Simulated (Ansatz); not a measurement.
We consider chalcopyrite CuGaSe2, described by r²SCAN+rVV10 (Ansatz, a quantum-chemistry and plane-wave program, plane waves, PAW).

Settings: plane-wave cutoff 560 eV, 8×8×8 k mesh, Fermi–Dirac smearing 0.01 eV, no spin polarisation, scalar-relativistic PAW data made under PBE.

Computed at the level's own relaxed cell.

Problem. Predict the equilibrium lattice constant a, bulk modulus B0, pressure derivative B′ of the bulk modulus, band gap and lattice parameter c.

Solution. 
- equilibrium lattice constant a: 5.582 Å
- bulk modulus B0: 73.1 GPa
- pressure derivative B′ of the bulk modulus: 4.8
- band gap: 0.60 eV (direct)
- lattice parameter c: 11.051 Å

Measured, for comparison: band gap 1.67 eV (temperature not stated, not corrected to a static lattice, direct or pseudo-direct at Γ; as tabulated in Ghosh et al. (2024), arXiv:2401.16805); lattice constant a 5.619 Å (293 K, not corrected to a static lattice, our sources range from 5.596 to 5.619; as tabulated in Souilah et al., J. Solid State Chem. 183, 2274 (2010), by the Crystallography …); lattice parameter c 11.026 Å (293 K, not corrected to a static lattice; as tabulated in Souilah et al., J. Solid State Chem. 183, 2274 (2010), by the Crystallography …). Computed (rounded) less measured: lattice constant a -0.7 % (-0.3 % to -0.7 % over the range), lattice parameter c +0.2 %. A static lattice is as a rule a little smaller and stiffer than an uncorrected measurement, which narrows the difference in the lattice constant a and would widen misses of the other sign.

Note: the bulk modulus comes from volumes at which shape and atoms were relaxed.

Spin–orbit coupling is not included.

Static lattice: no zero-point or thermal effects.
